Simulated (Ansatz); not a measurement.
# Zinc, hcp: convergence with the plane-wave cutoff

Computed with Ansatz, LDA, scalar-relativistic PAW, on the relaxed cell (a = 2.571 Å, c = 4.736 Å (c/a = 1.842); spin not included). Errors count from a run at 420 eV on a Γ-centred 23×23×11 mesh with Fermi-Dirac smearing of 0.1 eV, extrapolated to zero width. Fixed here: mesh 14×14×7, Fermi-Dirac width 0.1 eV. The pressure holds a Pulay correction and is unreliable far below the recommended cutoff. The SCF starts from atomic densities corrected by a trained network.

```
cutoff (eV)  E(σ→0) error (meV/atom)  P (GPa)  SCF iterations
        150                  30807.1    10.71               9
        200                   6537.1    -9.21               7
        250                   1207.3     3.16               7
        300                    130.4     1.50               6
        350                     11.5     0.27               6
        420                      2.2     0.06               6
        500                      1.5     0.05               6
        600                      1.1     0.05               7
        800                      0.4     0.05               7
```

Within 5 meV/atom of the last row: from 420 eV on.
